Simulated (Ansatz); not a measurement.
`FCCCS`, relaxed with RKS PBE-D4/def2-SVP in Ansatz 0.2.0 from a rough embedded geometry. The force threshold is 0.03 eV/Å; the program also tests the step.

The species carries charge 0 and has multiplicity 1.

Start:

```xyz
12

F     0.816    0.587    1.901
C     0.291   -0.473    1.350
C    -0.605    0.023    0.254
C     0.063    0.707   -0.867
S     1.116   -0.327   -1.918
H     1.092   -1.127    1.001
H    -0.295   -1.044    2.105
H    -1.207   -0.880   -0.174
H    -1.409    0.697    0.710
H    -0.651    1.283   -1.495
H     0.735    1.561   -0.419
H     0.054   -1.006   -2.448
```

| step | energy (eV) | largest force (eV/Å) | largest move (Å) |
| --- | --- | --- | --- |
| 1 | -16757.5725 | 4.040 | 0.000 |
| 2 | -16757.9189 | 1.359 | 0.077 |
| 3 | -16757.9753 | 0.401 | 0.072 |
| 4 | -16757.9789 | 0.104 | 0.034 |
| 5 | -16757.9797 | 0.033 | 0.010 |
| 6 | -16757.9798 | 0.032 | 0.009 |
| 7 | -16757.9799 | 0.009 | 0.009 |

End:

```xyz
12

F     0.965    0.566    1.908
C     0.271   -0.497    1.335
C    -0.678    0.025    0.269
C     0.028    0.763   -0.871
S     1.175   -0.271   -1.869
H     1.011   -1.195    0.883
H    -0.287   -1.029    2.137
H    -1.270   -0.829   -0.128
H    -1.405    0.720    0.744
H    -0.701    1.257   -1.543
H     0.676    1.557   -0.448
H     0.214   -1.068   -2.418
```

Hardware: 4 threads of a server CPU on a shared host. Wall time 9.5 s, peak host memory 0.15 GiB.
